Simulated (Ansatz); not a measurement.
Geometry optimisation, Ansatz, RKS B3LYP-D4/def2-SVP.

Input file:

```yaml
crystal:
  periodic: [false, false, false]
  atoms:
    - { symbol: Al, position_ang: [0.0, 0.0, 0.0] }
    - { symbol: H, position_ang: [0.0, 0.0, 1.91] }
    - { symbol: H, position_ang: [1.351, 0.0, -0.78] }
    - { symbol: H, position_ang: [-1.351, 0.0, -0.78] }
    - { symbol: F, position_ang: [0.0832, -1.8866, 0.6275] }
    - { symbol: H, position_ang: [0.0446, -1.0119, 1.7645] }
basis:
  gaussian: { orbitals: def2-SVP }
hamiltonian:
  xc: b3lyp
  dispersion: d4
relax:
  f_tol: 0.15
  max_steps: 25
  restrain:
    - { distance: [0, 4], at: 1.69, k: 30.0 }
    - { distance: [5, 1], at: 0.66, k: 30.0 }
    - { distance: [0, 1], at: 2.76, k: 30.0 }
    - { distance: [5, 4], at: 2.12, k: 30.0 }
output:
  orbitals: {}
```

Run as:

```bash
$ ansatz run input.yaml --threads 1 --pin off --max-ram 2048MiB --backend cpu --events-out ev --progress --plain --runs-dir out
```

Task: Where does it end, and by what steps?

Result: The run converged. The restraints hold the end off the free minimum. After 6 steps the energy has fallen by 1.803 eV (the restraints' own energy left out); Al1 moved furthest, 0.63 Å. Joined: H2–H6 (1.02 → 0.72 Å).

```json
{"step": "0", "energy less start (eV)": "0.0000", "largest force component (eV/Å)": "3.686", "accepted": "yes"}
{"step": "1", "energy less start (eV)": "-0.6380", "largest force component (eV/Å)": "4.652", "accepted": "yes"}
{"step": "2", "energy less start (eV)": "-1.3330", "largest force component (eV/Å)": "3.355", "accepted": "yes"}
{"step": "3", "energy less start (eV)": "-1.6940", "largest force component (eV/Å)": "2.352", "accepted": "yes"}
{"step": "4", "energy less start (eV)": "-1.7659", "largest force component (eV/Å)": "2.011", "accepted": "yes"}
{"step": "5", "energy less start (eV)": "-1.8241", "largest force component (eV/Å)": "0.503", "accepted": "no"}
{"step": "6", "energy less start (eV)": "-1.8032", "largest force component (eV/Å)": "1.641", "accepted": "yes"}
```

```xyz
6
Properties=species:S:1:pos:R:3
Al 0.022 -0.479 -0.412
H 0.013 -0.030 2.308
H 1.412 0.167 -0.759
H -1.394 0.120 -0.737
F 0.051 -1.991 0.330
H 0.024 -0.685 2.011
```

Run time: 9.8 s on 1 thread of Intel(R) Xeon(R) Platinum 8259CL CPU @ 2.50GHz (Skylake/Cascade Lake) (shared host), peak memory 0.12 GiB.
